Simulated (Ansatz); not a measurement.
A run on C$_{3}$H$_{5}$NS, SMILES `C=C/N=C/S` with other settings.

```yaml
crystal:
  periodic: [false, false, false]
  atoms:
    - {symbol: C, position_ang: [-0.800999, -1.747739, 1.061910]}
    - {symbol: C, position_ang: [-0.080747, -0.938648, 0.290641]}
    - {symbol: N, position_ang: [-0.356070, 0.417382, 0.195085]}
    - {symbol: C, position_ang: [0.377898, 1.117589, -0.561146]}
    - {symbol: S, position_ang: [0.084414, 2.826555, -0.724487]}
    - {symbol: H, position_ang: [-1.630324, -1.360010, 1.640759]}
    - {symbol: H, position_ang: [-0.572452, -2.803431, 1.124501]}
    - {symbol: H, position_ang: [0.757507, -1.328866, -0.294742]}
    - {symbol: H, position_ang: [1.216160, 0.714489, -1.143027]}
    - {symbol: H, position_ang: [1.087611, 3.051479, -1.586595]}
basis:
  gaussian: {orbitals: def2-TZVPD}
magnetization: {spin_polarized: true, initial_magnetization: 0}
hamiltonian: {xc: {name: wB97X-V}}
accuracy: high
output: {forces: true}
```

```sh
$ ansatz run in.yaml --threads 4 --pin off --events-out ev --progress --plain --max-ram 10444MiB
```

It prints (some lines left out):

```
Functional definition: wB97X-V
3978 factors; integrals over basis functions are off by at most 6.0e-9 eV
616 factors; integrals over basis functions are off by at most 2.1e-9 eV
mean field evaluation 1: about -15510.0780 eV, gradient 3.4e1 eV
mean field evaluation 2: about -15510.1389 eV, gradient 3.5e1 eV
mean field evaluation 4: about -15515.4200 eV, gradient 1.9e0 eV
mean field evaluation 8: about -15515.6002 eV, gradient 1.9e-1 eV
mean field evaluation 16: about -15515.6007 eV, gradient 9.6e-4 eV
mean field -15515.60072321 eV, -570.1878097259 hartree, gradient 7.5e-8 eV, S^2 0.000000; 0 other end points of the search recorded, 0 dependent functions left out
reference -15515.60072293 eV, -570.1878097158 hartree; 23, 23 occupied and 216, 216 virtual orbitals, 3978 factors
Total energy: -15515.60072293 eV, -570.1878097158 hartree
Atom 0 at    -0.800999    -1.747739     1.061910 Å, force     0.045913     0.068636    -0.054164 eV/Å
Atom 1 at    -0.080747    -0.938648     0.290641 Å, force     0.101972    -0.666900     0.073898 eV/Å
Atom 2 at    -0.356070     0.417382     0.195085 Å, force    -0.118576     0.652054    -0.056441 eV/Å
Atom 3 at     0.377898     1.117589    -0.561146 Å, force    -0.006528    -0.156481     0.042431 eV/Å
Atom 4 at     0.084414     2.826555    -0.724487 Å, force     0.035798     0.178561    -0.070897 eV/Å
Atom 5 at    -1.630324    -1.360010     1.640759 Å, force    -0.044468     0.023184     0.030323 eV/Å
Atom 6 at    -0.572452    -2.803431     1.124501 Å, force     0.018207    -0.059034    -0.000039 eV/Å
Atom 7 at     0.757507    -1.328866    -0.294742 Å, force     0.022128    -0.011644    -0.015403 eV/Å
Atom 8 at     1.216160     0.714489    -1.143027 Å, force     0.003511    -0.037582     0.005746 eV/Å
Atom 9 at     1.087611     3.051479    -1.586595 Å, force    -0.057957     0.009206     0.044546 eV/Å
Dipole moment:     0.410376    -0.062331    -0.316522 e Å
```

It took 58 s on 4 threads of an Arm Neoverse V2 on a shared host, with 2.5 GiB of host memory at the peak.
